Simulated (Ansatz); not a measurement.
# BS (doublet): the correlation ladder, def2-TZVPP

An exercise on one series of results from a longer session: the logs are not shown, and one member is left open.

The runs use Ansatz 0.2.0, Gaussian basis; def2-TZVPP, core rule «outside noble gas», up to 6 orbitals frozen.

To be run: UHF; ROHF; CCSD(T) on UHF.

2 further runs of the same task are left out: 2 set aside as unsound or not needed.

### The geometry

The geometry is a PBE0/def2-TZVP stationary point (not a proven minimum).

2 atoms, charge 0, spin multiplicity 2.

Atoms are counted from 1 here; the program's logs count them from 0.

Bond lengths: B1–S2 1.608 Å.

The first run:

File in.yaml:

```yaml
crystal:
  periodic: [false, false, false]
  atoms:
    - {symbol: B, position_ang: [0.000000, 0.000000, 0.000000]}
    - {symbol: S, position_ang: [0.000000, 0.000000, 1.607700]}
basis:
  gaussian: {orbitals: def2-TZVPP}
magnetization: {spin_polarized: true, initial_magnetization: 1}
hamiltonian: {xc: hf}
output: {orbitals: {seedname: orbitals}}
```

Started as:

```console
> ansatz run in.yaml --threads 1 --pin off --events-out ev --progress --plain --max-ram 3968MiB --backend cpu
```

Among the steps run: UHF; ROHF; CCSD(T) on UHF.

One table of the session follows, with a row left open; its other results are not shown here.

| method | from UCCSD(T) (kcal/mol) |
| --- | --- |
| ROHF | ? |
| UHF | +166.12 |
| UMP2 | +23.02 |
| UCCSD | +9.96 |
| UCCSD(T) | 0 |

Estimate the missing values for ROHF.

As computed: from UCCSD(T) (kcal/mol): +168.75. In the column «from UCCSD(T) (kcal/mol)» it is the highest.

With the free atoms at the same levels and basis (separate runs), the atomisation energy is 5.563 eV at UCCSD(T), 4.231 eV at ROHF.
